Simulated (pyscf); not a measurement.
PySCF, gas phase, ωB97X-D3(BJ)/def2-SVP geometries.

Q: For the elementary gas-phase step H₃C–CH₂–Zn–OH + methyl (CH₃•) → propane (H₃C–CH₂–CH₃) + [HO–Zn]• (doublet surface; C–Zn broken, C–C formed), what barrier and reaction energy does ωB97M-D3(BJ)/def2-TZVP give, measured from the separated reactants?

A: ΔE‡ = 121.8 kJ/mol, ΔE = -107.6 kJ/mol. Zero-point energy shifts the barrier by +11.2 kJ/mol. It is a substitution at C, with an imaginary mode of 1098i cm⁻¹. This is the saddle that the search found; another between the same sides may lie lower. The angle at the attacked C is 160°. Elements up to Kr have no core potential and no relativistic terms here.
